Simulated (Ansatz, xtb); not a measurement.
Species: OCl (charge 0, doublet). SMILES: [O]Cl
Coordinates optimised at B3LYP-D3(BJ)/def2-TZVP (Ansatz, a first-principles code):
```
Cl
O 1 1.5797
```
Charge 0, spin multiplicity 2.

Harmonic wavenumbers from GFN2-xTB (xtb, at its own minimum), cm⁻¹: 885.

Give the harmonic wavenumbers at B3LYP-D3(BJ)/def2-TZVP (Ansatz, finite differences of forces, unscaled).

855 cm⁻¹. Zero-point energy 1.2 kcal/mol.

From these and the geometry, give the ideal-gas thermochemistry at 298.15 K and 1 atm (rigid rotor, harmonic oscillator).

Point group C∞v, rotational symmetry number 1. Rotational constants 18.37, 18.37 GHz. S(trans) 37.74, S(rot) 13.56, S(vib) 0.17, S(elec, spin only) 1.38, S 52.8 cal/(mol K). H(298) - H(0) 2.11 kcal/mol; G - E(el) -12.4 kcal/mol.
